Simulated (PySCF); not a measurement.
# Electronic absorption of phosphonium

Species: phosphonium, PH4 (charge +1).
SMILES: `[PH4+]`

Method used: TDDFT B3LYP/def2-SVPD, vertical, gas phase, core orbitals frozen in the response in PySCF 2.14.0, density-fitted response routines. Isolated species at its GFN2-xTB geometry, gas phase.

Task: What does the calculation give for the low-lying excited states?

Result: 

```csv
state,E (eV),λ (nm),f,symmetry,"main configurations (H = HOMO, L = LUMO)"
S1,11.41,108.6,0.0000,–,H-2/H-1/H→L/L+1/L+2 (99%)
S2,11.42,108.6,0.0000,–,H-2/H-1/H→L/L+1/L+2 (99%)
S3,11.42,108.6,0.0000,–,H-2/H-1/H→L/L+1/L+2 (99%)
S4,11.68,106.2,0.0000,–,H-2/H-1/H→L/L+1/L+2 (≥88%)
S5,11.68,106.1,0.0000,–,H-2/H-1/H→L/L+1/L+2 (≥66%)
S6,12.27,101.0,0.0069,T2,"H-2/H-1/H→L+3 (≥62%), H-2/H-1/H→L/L+1/L+2 (≥10%)"
S7,12.27,101.0,0.0073,T2,H-2/H-1/H→L+3 (≥72%)
S8,12.28,101.0,0.0071,T2,H-2/H-1/H→L+3 (≥62%)
```

Triplets, Tamm–Dancoff:

```tsv
state	E (eV)	λ (nm)	main configurations (H = HOMO, L = LUMO)
T1	10.18	121.7	H-2/H-1/H→L/L+1/L+2 (≥96%)
T2	10.37	119.6	H-2/H-1/H→L/L+1/L+2 (≥81%)
T3	10.37	119.6	H-2/H-1/H→L/L+1/L+2 (≥68%), H-2/H-1/H→L+3 (≥8%)
```

The lowest singlet level (S1/S2/S3) comes at 109 nm (1101 kJ/mol) in the vacuum ultraviolet; it is dark (f under 0.0005). The most intense listed level is S6/S7/S8 at 12.27 eV (101 nm, f = 0.021 summed), 0.86 eV above S1. It is the last of those listed, so stronger ones may follow. S1/S2/S3, S4/S5 and S6/S7/S8 lie within about 0.01 eV of each other in each set; the point group Td has degenerate representations, and within a degenerate level the listed configurations can mix freely. Löwdin shares by element: HOMO (one of a set within 0.03 eV) phosphorus 49%, hydrogen 44% or more; LUMO (one of a set within 0.03 eV) phosphorus 57%, hydrogen 34% or more. Of the 8 states listed, none reaches f = 0.01 and 5 stay under 0.0005. Orbital energies (eV): HOMO-3 -26.44, HOMO-2 -19.12, HOMO-1 -19.11, HOMO -19.11, LUMO -6.11, LUMO+1 -6.11, LUMO+2 -6.11. The oscillator strengths of these states sum to 0.021; summed over the whole spectrum of an exact calculation they would give the number of electrons, 18 (Thomas–Reiche–Kuhn). Symmetry labels in Td follow from the direction of the transition dipole and are given only for states with f of 0.002 or more. Orbitals of the list HOMO-3 to LUMO+2 that lie within 0.01 eV of each other are written together with a slash and their weights summed (≥ marks a lower bound); for degenerate orbitals outside that list single weights are arbitrary. The window holds the lowest 8 singlets.
